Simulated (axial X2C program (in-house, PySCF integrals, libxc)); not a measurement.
AlN: cheaper levels and CCSD(T), two-component

Computed with an in-house all-electron X2C program for linear molecules (integrals from PySCF). Two-component (2c) means X2C with spin–orbit coupling and atomic mean-field two-electron Coulomb and Gaunt terms. Basis: Al dyall-v3z [8s8p2d1f], N dyall-av3z [7s7p3d2f] (cores contracted in-house); Gaussian nuclei, density fitting, unrestricted open shells. Masses: Al 26.982 u, N 14.003 u.

State: Ω = 2 (⟨Sz⟩ = 1.00, ⟨Lz⟩ = 1.00 at HF); fragments Al + N.

| level | Re (Å) | ωe (cm⁻¹) | De (eV) |
| --- | --- | --- | --- |
| PBE0 | 1.797 | 744.1 | 2.44 |
| HF | 1.836 | 689.2 | 0.486 |
| CCSD | 1.816 | 726.2 | 2.10 |
| PBE | 1.800 | 749.4 | 2.88 |

Correlated methods: 8 electrons correlated (number of frozen shells: Al 2 s, 1 p; N 1 s), 170 virtual spin orbitals or spinors in MP2, 90 natural virtuals in coupled cluster.

CCSD(T), same Hamiltonian and basis:

Re = 1.816 Å, ωe = 727.7 cm⁻¹, De = 2.28 eV; T1 = 0.051 (Lee–Taylor normalisation).

Give the differences from CCSD(T) in the columns below.



| level | ΔRe (Å) | Δωe (cm⁻¹) | ΔDe (eV) |
| --- | --- | --- | --- |
| PBE0 | -0.019 | 16 | 0.16 |
| HF | 0.020 | -38 | -1.79 |
| CCSD | 0.000 | -2 | -0.18 |
| PBE | -0.016 | 22 | 0.60 |

De is counted from the lowest determinant-based energies of the atoms at the same level, without counterpoise correction. Density functionals use the spin component along the axis (collinear). Coupled cluster ran in a truncated set of natural virtual spinors; the MP2 energy of the rest was added. (T) has no such correction and the atoms are truncated less, which lowers De at CCSD(T) by a hundredth of an eV or more. The 2c atoms are single determinants rather than J levels; their spin–orbit lowering is only partly caught, and De is too large by that part. This holds for PBE0, PBE. The functionals have no current-density term, which raises determinants with orbital currents, atoms included. The state is one determinant with fixed occupations, lowest in a PBE0 search at one distance only: followed along the bond, the spin-free determinant M_S = 1, Λ = 0 reaches 0.14 eV lower at PBE0, at Re = 1.934 Å, so the state shown is not the lowest. With several unpaired electrons one determinant need not be a pure state. A state of lower Ω lies just above, and one determinant can place such states too high, so the state shown need not be the lowest. The search has Ω = 1 only 0.02 eV up. Open-shell Ω = 0 determinants with evenly filled partner blocks cannot be reached by this program, so the Ω shown need not be the lowest component. The determinant is spin-polarised beyond a pure state at some levels (its spin-free form has ⟨S²⟩ too high), which makes Re and μ there less reliable. The T1 diagnostic is large, a sign of multireference character.
